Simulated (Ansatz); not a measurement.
# CH5Al (triplet): the correlation ladder at distance Al1–H4 along a hydrogen transfer = 1.806 Å, cc-pVDZ

How much of the correlation energy of CH5Al (triplet) does each wave-function method recover here?

The runs use Ansatz 0.2.0, Gaussian basis; cc-pVDZ, core rule «outside noble gas», up to 6 orbitals frozen.

Plan: UHF; CCSD(T) on ROHF; CCSD(T) on UHF; BCCD(T) on ROHF; CISD; CCSDT(Q) on ROHF; CCSDT(Q) on UHF; CASSCF and NEVPT2, 4 electrons in 4 orbitals.

10 further runs of the same task are left out: 1 for a mislabelled method, 7 that didn't finish, 2 set aside as unsound or not needed.

## Step 1: The system

The geometry derives from fragments relaxed apart (PBE0/def2-TZVP) and kept rigid, so it is no stationary point. A hydrogen atom is moved between rigid fragments.

7 atoms, charge 0, spin multiplicity 3.

Atoms are counted from 1 here; the program's logs count them from 0.

Bond lengths: Al1–H2 1.586 Å, Al1–H3 1.586 Å, Al1–H4 1.806 Å, C5–H6 1.079 Å, C5–H7 1.079 Å. Angles: H2–Al1–H3 120.0°, H2–Al1–H4 120.0°, H3–Al1–H4 120.0°, H6–C5–H7 134.8°.

## Step 2: UHF

Contents of in.yaml:

```yaml
crystal:
  periodic: [false, false, false]
  atoms:
    - {symbol: Al, position_ang: [-1.122073, 0.000000, 0.000000]}
    - {symbol: H, position_ang: [-1.914996, 1.373384, 0.000000]}
    - {symbol: H, position_ang: [-1.914996, -1.373384, 0.000000]}
    - {symbol: H, position_ang: [0.683927, 0.000000, 0.000000]}
    - {symbol: C, position_ang: [2.324927, 0.000000, 0.000000]}
    - {symbol: H, position_ang: [2.739395, 0.000000, 0.996161]}
    - {symbol: H, position_ang: [2.739395, 0.000000, -0.996161]}
basis:
  gaussian: {orbitals: cc-pVDZ}
magnetization: {spin_polarized: true, initial_magnetization: 2}
hamiltonian: {xc: hf}
output: {orbitals: {seedname: orbitals}}
```

Command:

```bash
ansatz run in.yaml --threads 1 --pin off --events-out ev --progress --plain --max-ram 2393MiB
```

The runs that follow: CCSD(T) on ROHF; CCSD(T) on UHF; BCCD(T) on ROHF; CISD; CCSDT(Q) on ROHF; CCSDT(Q) on UHF; CASSCF and NEVPT2, 4 electrons in 4 orbitals.

Before running them: what should the planned runs give, taken together? Wanted: UCCSDT(Q) below the RHF energy; RMP2 from UCCSDT(Q); UMP2 from UCCSDT(Q); RCCSD from UCCSDT(Q); RCCSD(T) from UCCSDT(Q); UCCSD(T) from UCCSDT(Q); RCCSDT(Q) from UCCSDT(Q); NEVPT2 pair from UCCSDT(Q); T1 diagnostic.

The runs gave:

| quantity | value |
| --- | --- |
| UCCSDT(Q) below the RHF energy | -6.6404 eV |
| RMP2 from UCCSDT(Q) | +1408.1 meV |
| UMP2 from UCCSDT(Q) | +1396.8 meV |
| RCCSD from UCCSDT(Q) | +160.0 meV |
| RCCSD(T) from UCCSDT(Q) | +35.7 meV |
| UCCSD(T) from UCCSDT(Q) | +35.9 meV |
| RCCSDT(Q) from UCCSDT(Q) | +0.8 meV |
| NEVPT2 pair from UCCSDT(Q) | +1325.5 meV |
| levels within 1 kcal/mol (43 meV) | RCCSD(T), UCCSD(T), BCCD(T), RCCSDT, UCCSDT, RCCSDT(Q) |
| T1 diagnostic | 0.032 |

In words: RCCSD(T) misses by +35.7 meV, 0.5 % of the correlation energy. These misses are within one basis, not against nature; the frozen cores of restricted and unrestricted runs differ, which can shift their rows.
